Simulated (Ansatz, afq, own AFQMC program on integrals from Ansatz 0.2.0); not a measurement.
Integrals from Ansatz 0.2.0, then the random walk in our own AFQMC program (afq).

```yaml
crystal:
  periodic: [false, false, false]
  atoms:
    - {symbol: Ge, position_ang: [0.000000, 0.016763, 1.221757]}
    - {symbol: Ge, position_ang: [0.000000, -0.036285, -1.277289]}
    - {symbol: H, position_ang: [0.000000, 1.387006, 1.925829]}
    - {symbol: H, position_ang: [1.233110, -0.766974, 1.725729]}
    - {symbol: H, position_ang: [-1.233110, -0.766974, 1.725729]}
    - {symbol: H, position_ang: [0.000000, 1.553826, -1.375198]}
basis:
  gaussian: {orbitals: cc-pVDZ}
magnetization: {spin_polarized: false}
correlation: {method: ccsd_t, electrons: outside_noble_gas, hamiltonian_folder: ham}
```

```sh
$ ansatz run in.yaml --threads 1 --pin off --events-out ev --progress --plain --max-ram 1843MiB
```

afq runs on the folder ham with

```
--method phaseless --trial cisd --walkers 60 --populations 1 --least-time 40 --time-step 0.005 --steps-per-block 50 --equilibration-blocks 28 --max-blocks 300 --target-error 0.00042 --factor-cut 1e-05 --seed 2203 --release-times 0.24,0.51,0.99,1.62,2.4 --release-step 0.03 --release-every 4 --taylor-order 6
```

Times are imaginary, in 1/Eh. The walk had a cap of 1015 s. Filled inner d shells are frozen with the cores.

Log:

```
orbitals 46  electrons 6 6  factors 384 of 826
reference energy -4152.95085192 Eh
CCSD correlation -0.22276324 Eh in 12 cycles, weight of the determinant in the CISD state 0.8578
energy of the start -4153.173615 Eh
 block  time / (1/Eh)  mean weight  energy / Eh
     1     0.250  1.0008  -4153.169417
     2     0.500  0.9995  -4153.170079
     3     0.750  1.0004  -4153.171647
     4     1.000  0.9996  -4153.174070
     5     1.250  1.0009  -4153.174874
    10     2.500  1.0002  -4153.179637
    29     7.250  1.0027  -4153.181113
    49    12.250  0.9987  -4153.182885
    57    14.250  0.9982  -4153.174885
    69    17.250  0.9996  -4153.179952
    89    22.250  0.9975  -4153.186060
   109    27.250  1.0013  -4153.177975
   129    32.250  0.9993  -4153.179488
   133    33.250  0.9985  -4153.188657
   149    37.250  0.9996  -4153.179163
   169    42.250  0.9978  -4153.180631
   185    46.250  0.9996  -4153.178912
blocks merged  error / Eh  count
     1  0.000240  160
     2  0.000295  80
     4  0.000346  40
     8  0.000347  20
    16  0.000382  10
released: time / (1/Eh)  energy / Eh  error  mean overlap
  0.24  -4153.180875  0.000486  0.9884
  0.51  -4153.181126  0.000354  0.9733
  0.99  -4153.180546  0.000491  0.9746
  1.62  -4153.180829  0.000575  0.9404
  2.40  -4153.180767  0.000807  0.9276
energy -4153.180542 +/- 0.000347 Eh
(rows thinned)
```

The run passed its tests (sampling time, drift between the halves within three errors, error under three times the target), which doesn't prove that it has relaxed.

Against this walk (error 9.4 meV) on the same determinant: CCSD(T) 38.6 meV higher, CCSDT(Q) 1.3 meV higher (within the noise). The error is statistical and leaves out the bias of the constraint. Released to 1.62 1/Eh the energy moves by -8 ± 18 meV (both errors), within twice the noise.

Cautions: constraint bias not in the error; no relativity below Rb; no spin-orbit coupling; inner d shell frozen; higher spins were not checked; restricted determinant unstable towards unrestricted (UHF 44 meV lower, ⟨S²⟩ 0.30).

The walk took 4.8 min on 1 thread of Intel(R) Xeon(R) 6975P-C (Granite Rapids), with other jobs on the host. The log's last line is the phaseless energy.

CCSDT and higher add their correlation energy to the determinant of the CCSD(T) run, since their own runs factorise the integrals more tightly (a shift of under 2 meV). A walk keeps the symmetry of its determinant, which the program's search chose and which needn't be the lowest solution, so a lower state of the same spin and another symmetry isn't excluded.
